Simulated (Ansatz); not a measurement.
# BCl₂ (doublet): the correlation ladder, def2-TZVPP

One table from this session's results is given with a row withheld; the runs are named, their logs left out.

Method: def2-TZVPP, core rule «outside noble gas», up to 11 orbitals frozen; program: Ansatz 0.2.0, Gaussian basis.

Plan: UHF; ROHF; CCSD(T) on UHF.

2 further runs of the same task are left out: 2 set aside as unsound or not needed.

## What is computed

The geometry is a PBE0/def2-TZVP stationary point (not a proven minimum).

3 atoms, charge 0, spin multiplicity 2.

Atoms are counted from 1 here; the program's logs count them from 0.

Bond lengths: B1–Cl2 1.720 Å, B1–Cl3 1.720 Å. Angles: Cl2–B1–Cl3 125.4°.

The first run:

The input, in.yaml:

```yaml
crystal:
  periodic: [false, false, false]
  atoms:
    - {symbol: B, position_ang: [0.000000, -0.684100, 0.000000]}
    - {symbol: Cl, position_ang: [0.000000, 0.104304, -1.528646]}
    - {symbol: Cl, position_ang: [0.000000, 0.104304, 1.528646]}
basis:
  gaussian: {orbitals: def2-TZVPP}
magnetization: {spin_polarized: true, initial_magnetization: 1}
hamiltonian: {xc: hf}
output: {orbitals: {seedname: orbitals}}
```

Started as:

```console
$ ansatz run in.yaml --threads 1 --pin off --events-out ev --progress --plain --max-ram 4096MiB --backend cpu
```

Steps of the session up to this table: UHF; ROHF; CCSD(T) on UHF.

One table of the session follows, with a row left open; its other results are not shown here.

```
  method  from UCCSD(T) (meV)
    ROHF             +13776.4
     UHF             +13729.2
    UMP2              +1563.1
   UCCSD                    ?
UCCSD(T)                    0
```

Q: Estimate the row for UCCSD from the others.

The run gave: from UCCSD(T) (meV): +608.7. In the column «from UCCSD(T) (meV)» it lies between UCCSD(T) (0) and UMP2 (+1563.1).

With the free atoms at the same levels and basis (separate runs), the atomisation energy is 8.498 eV at UCCSD(T), 7.145 eV at ROHF.
